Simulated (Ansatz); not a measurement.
# How the elastic constant C66 of hexagonal BN moves with the method

No measured value is used here.

```tsv
level (code)	value (GPa)	cell (Å³/atom)
LDA (Ansatz)	349	8.71
PBE (Ansatz)	263	11.66
PBE-D3(BJ) (Ansatz)	340	9.00
PBE-D4 (Ansatz)	342	8.92
r²SCAN (Ansatz)	345	9.32
r²SCAN+rVV10 (Ansatz)	363	8.84
PBE0-D4 (Ansatz)	367	8.68
```

LDA: LDA has no dispersion term either, though it tends to give short spacings of layers, chains or molecules. PBE, r²SCAN: the cell comes from a level without a dispersion term, which matters for the spacing of layers, chains or molecules. PBE-D3(BJ), PBE-D4, PBE0-D4: the dispersion coefficients are held fixed in the derivatives. Each level is taken at its own relaxed cell. Cutoffs and k meshes differ between the levels. Ansatz's density-functional and Hartree–Fock values are scalar-relativistic unless marked +SOC, with PAW data made under PBE.

Ansatz is a quantum-chemistry and plane-wave program.
